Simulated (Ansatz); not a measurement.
C₃H₂S, SMILES `C#CC=S`. Charge 0, multiplicity 1.

| atom | x (Å) | y (Å) | z (Å) |
| --- | --- | --- | --- |
| C1 | 0.313 | 0.571 | -1.419 |
| C2 | 0.044 | 0.137 | -0.328 |
| C3 | -0.303 | -0.361 | 0.942 |
| S4 | 0.737 | -1.025 | 1.988 |
| H5 | 0.569 | 0.950 | -2.381 |
| H6 | -1.361 | -0.272 | 1.198 |

Problem. Give the diagnostics of a CCSD(T)/def2-TZVPP run (frozen core, the Gaussian-basis code of Ansatz). (Estimate.)

Solution. Ansatz gave: T1 = 0.0164, largest single amplitude 0.033, largest double 0.108, (T) share of the correlation energy 5.4 %, 11 CCSD cycles. The RHF solution is unstable towards an unrestricted one. T1 lies under the customary mark of 0.02 for closed shells.
